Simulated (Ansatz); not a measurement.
C$_{2}$H$_{4}$N+, SMILES `CC#[NH+]`, relaxed with RKS PBE0-D4/def2-TZVP in the Gaussian-basis code of Ansatz from a GFN2-xTB geometry. The force threshold is 0.005 eV/Å; the program also tests the step.

Total charge 1; spin multiplicity 1.

Start:

```xyz
7

C     0.299   -0.176   -0.835
C    -0.163    0.091    0.445
N    -0.542    0.316    1.505
H     1.278    0.291   -0.985
H    -0.400    0.222   -1.579
H     0.395   -1.256   -0.984
H    -0.868    0.512    2.432
```

```
step  energy (eV)  largest force (eV/Å)  largest move (Å)
   1   -3617.8325                 2.131             0.000
   2   -3617.8642                 0.596             0.012
   3   -3617.8710                 0.098             0.012
   4   -3617.8713                 0.011             0.005
   5   -3617.8713                 0.000             0.001
```

End:

```xyz
7

C     0.307   -0.180   -0.857
C    -0.165    0.097    0.461
N    -0.542    0.317    1.511
H     1.286    0.293   -0.991
H    -0.405    0.225   -1.583
H     0.395   -1.263   -0.984
H    -0.876    0.512    2.443
```

It took 10 s on 2 threads of a server CPU on a shared host, with 0.21 GiB of host memory at the peak.
